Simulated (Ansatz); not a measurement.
Two shapes of singlet B2H6.

Shape 1:

```xyz
8

B     0.0000    0.0001    0.8808
B     0.0001    0.0000   -0.8808
H     0.9933    0.0000    0.0001
H    -0.9933    0.0000    0.0001
H     0.0000    1.0515    1.4668
H    -0.0001   -1.0515    1.4667
H     0.0000    1.0515   -1.4668
H    -0.0001   -1.0516   -1.4668
```

Shape 2:

```xyz
8

B     0.0483   -0.0074    0.8701
B    -0.0363   -0.0218   -0.8543
H     1.0037   -0.0365   -0.0325
H    -0.9939    0.0237   -0.0440
H    -0.0340    1.0579    1.5028
H    -0.0394   -1.0271    1.4480
H    -0.0403    1.0804   -1.4601
H    -0.0103   -1.0986   -1.4802
```

Basis set: cc-pVDZ (spherical functions). Left uncorrelated: 2 orbitals. Charge 0, multiplicity 1.

Computed with Ansatz (development build ahead of 0.2.0); each method stands on the lowest determinant of its kind that the runs found.

(1) Which shape is lower in energy, and by how much in each method?

Results:

(1)

```
 method  E(2) − E(1) (eV)
    RHF             0.210
RHF-MP2             0.189
```

Shape 1 is lower.
